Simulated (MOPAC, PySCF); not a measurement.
Bond stretch in CS, singlet. Each curve is given relative to its own lowest point near equilibrium.

```tsv
R / Å	A	B	C	D
1.23	111.6	113.7	54.4	115.8
1.31	51.7	53.3	25.0	55.1
1.36	28.5	29.7	13.1	31.2
1.43	9.2	9.8	3.3	10.9
1.47	3.4	3.8	0.7	4.4
1.53	0.0	0.0	0.0	0.1
1.57	0.5	0.3	1.3	0.0
1.63	4.4	3.9	5.4	2.9
1.69	10.9	10.3	11.5	8.5
1.79	25.6	25.0	24.7	21.5
1.91	46.3	46.9	43.9	40.1
2.05	71.4	76.9	68.9	62.4
2.30	113.0	145.3	114.2	97.6
2.53	145.2	196.2	148.3	121.7
2.77	172.1	222.7	171.6	138.1
3.07	197.7	238.7	188.9	149.0
3.35	214.8	246.5	198.1	153.3
3.71	228.2	251.6	204.1	154.7
4.17	235.0	254.5	206.9	155.3
4.58	237.6	255.6	207.6	155.5
5.38	239.8	256.5	208.0	155.6
6.12	240.5	256.7	208.1	155.6
```

Energies in kcal/mol.

Q: Match the curves with the methods CASSCF(10,8)/cc-pVTZ run with PySCF; PM7, restricted, heats of formation (MOPAC); restricted B3LYP/6-311+G**, spherical d (PySCF 2.14.0); MP2 on RHF/cc-pVTZ, 6 core orbitals frozen (PySCF).

A: A is RKS-B3LYP/6-311+G**; B is RMP2; C is PM7; D is CASSCF(10,8).

The restricted form behind PM7, RKS-B3LYP/6-311+G**, RMP2 keeps the bonding electrons paired and can't separate into open-shell fragments. The natural occupations jump between 3.07 and 3.35 Å in the active space behind CASSCF(10,8). The T1 diagnostic of CCSD on the restricted reference of RMP2 exceeds 0.045 at 1.79 to 3.07 Å.
